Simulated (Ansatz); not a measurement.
**AlN2+ (quintet): wave-function methods side by side, def2-QZVPP**

The task here is to estimate one member of a computed series from the others.

Program: Ansatz 0.2.0, Gaussian basis. Level of theory: def2-QZVPP, core rule «outside noble gas», up to 7 orbitals frozen. These are calculated values, not measurements.

Plan: UHF; ROHF; CCSD(T) on UHF.

## What is computed

The geometry is a PBE0/def2-TZVP stationary point (not a proven minimum) of the parent state, kept for this charge and spin.

3 atoms, charge 1, spin multiplicity 5.

Atoms are counted from 1 here; the program's logs count them from 0.

Bond lengths: Al1–N2 1.785 Å, N2–N3 1.137 Å. Angles: Al1–N2–N3 180.0°.

As a file:

```
Al    0.00000    0.00000    1.56920
N     0.00000    0.00000   -0.21600
N     0.00000    0.00000   -1.35320
```

Set-up of the first run:

Contents of in.yaml:

```yaml
crystal:
  periodic: [false, false, false]
  atoms:
    - {symbol: Al, position_ang: [0.000000, 0.000000, 1.569200]}
    - {symbol: N, position_ang: [0.000000, 0.000000, -0.216000]}
    - {symbol: N, position_ang: [0.000000, 0.000000, -1.353200]}
basis:
  gaussian: {orbitals: "def2-QZVPP.json"}
total_charge: 1
magnetization: {spin_polarized: true, initial_magnetization: 4}
hamiltonian: {xc: hf}
output: {orbitals: {seedname: orbitals}}
```

Started as:

```
> ansatz run in.yaml --threads 1 --pin off --events-out ev --progress --plain --max-ram 2393MiB
```

Among the steps run: UHF; ROHF; CCSD(T) on UHF.

One of the session's tables, all rows but one given; the rest of the session is left out.

```
  method  from UCCSD(T) (meV)
    ROHF             +11265.2
     UHF             +10810.9
    UMP2               +920.6
   UCCSD                    ?
UCCSD(T)                    0
```

Q: Estimate the row for UCCSD from the others.

As computed: from UCCSD(T) (meV): +551.1. In the column «from UCCSD(T) (meV)» it lies between UCCSD(T) (0) and UMP2 (+920.6).

Limits of these values: Warnings: coupled cluster took another determinant than the lowest.
